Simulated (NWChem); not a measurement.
# BH5S (SMILES [BH3-][SH2+]): HF/def2-SVPD

What is the vertical ionisation energy of BH5S at HF/def2-SVPD? 

Program for the calculation: NWChem 7.3.0.

2 further runs of the same task are left out: 2 set aside as unsound or not needed.

### 1 The structure to begin with

BH5S: 7 atoms, total charge 0, spin state singlet. As SMILES, `[BH3-][SH2+]`. The shape is that of a PBE0-D4/def2-TZVP optimisation.

Bond lengths: B1–S2 1.975 Å, B1–H3 1.207 Å, B1–H4 1.203 Å, B1–H5 1.207 Å, S2–H6 1.346 Å, S2–H7 1.346 Å. Angles: B1–S2–H6 103.7°, B1–S2–H7 103.7°, S2–B1–H3 100.3°, S2–B1–H4 107.0°, S2–B1–H5 100.3°, H6–S2–H7 92.5°, H3–B1–H4 116.2°, H3–B1–H5 113.7°, H4–B1–H5 116.2°.

### 2 A single-point energy at HF/def2-SVPD

Contents of bh5s.nw:

```
start bh5s
title "BH5S energy"
memory total 2200 mb

geometry units bohr noautosym nocenter noautoz
B   -0.99324005  -0.87210861  -0.95298888
S    1.07449827   1.84739626   0.54972133
H   -3.06740345   0.06878603  -0.81541682
H   -0.65082168  -2.73556754   0.30178926
H   -0.14248535  -0.91103696  -3.06986009
H    0.54046167   1.70793447   3.03282146
H    3.35501976   0.76628394   0.86719532
end

basis "ao basis" spherical bse
* library def2-SVPD
end

scf
thresh 1e-08
maxiter 80
print low
end

task scf energy
```

The run is started by

```bash
$ nwchem bh5s.nw > bh5s.out
```

The log of the run:

```text
[...]
  functions       =    87
[...]
  wavefunction    = RHF
[...]
         Total SCF energy =   -424.946551797776
      One-electron energy =   -693.268298665463
      Two-electron energy =    213.576531489660
 Nuclear repulsion energy =     54.745215378026
        Time for solution =      7.4s
 Task  times  cpu:        7.5s     wall:        7.5s
[...]
```

Wall time 8.4 s (1 thread of AMD EPYC 7R43 (Zen 3), shared host); peak memory 0.098 GiB.

### 3 The doublet cation at the same level

Contents of work.nw:

```
start work
title "BH5S hf"
memory 2200 mb
charge 1
geometry units angstrom noautosym nocenter noautoz
B       -0.525600      -0.461500      -0.504300
S        0.568600       0.977600       0.290900
H       -1.623200       0.036400      -0.431500
H       -0.344400      -1.447600       0.159700
H       -0.075400      -0.482100      -1.624500
H        0.286000       0.903800       1.604900
H        1.775400       0.405500       0.458900
end
basis "ao basis" spherical bse
* library def2-SVPD
end
scf
nopen 1
uhf
thresh 1e-08
maxiter 80
noprint "final vectors analysis"
end
task scf energy
```

The run is started by

```bash
$ nwchem work.nw > work.out
```

The log of the run:

```text
[...]
  functions       =    87
[...]
  wavefunction    = UHF
[...]
         Total SCF energy =   -424.565507131887
      One electron energy =   -686.681428510124
      Two electron energy =    207.370702051317
 Nuclear repulsion energy =     54.745219326920
                       Sz =      0.5000
                 Sz(Sz+1) =      0.7500
                      S^2 =      0.7637
[...]
```

Wall time 27 s (1 thread of AMD EPYC 7R43 (Zen 3), shared host); peak memory 0.096 GiB.

### 4 Results

Level: HF/def2-SVPD.

| quantity | value |
| --- | --- |
| singlet BH5S: total energy | -424.94655 Eh |
| doublet cation: total energy | -424.56551 Eh |
| doublet cation: ⟨S²⟩ | 0.764 |
| vertical ionisation energy (to the doublet cation) | 10.369 eV |

The vertical ionisation energy comes to 10.37 eV (1000 kJ/mol). Mulliken charges (doublet cation) run from -0.29 on B1 to +0.42 on H4; in a basis this large or diffuse they mean little.
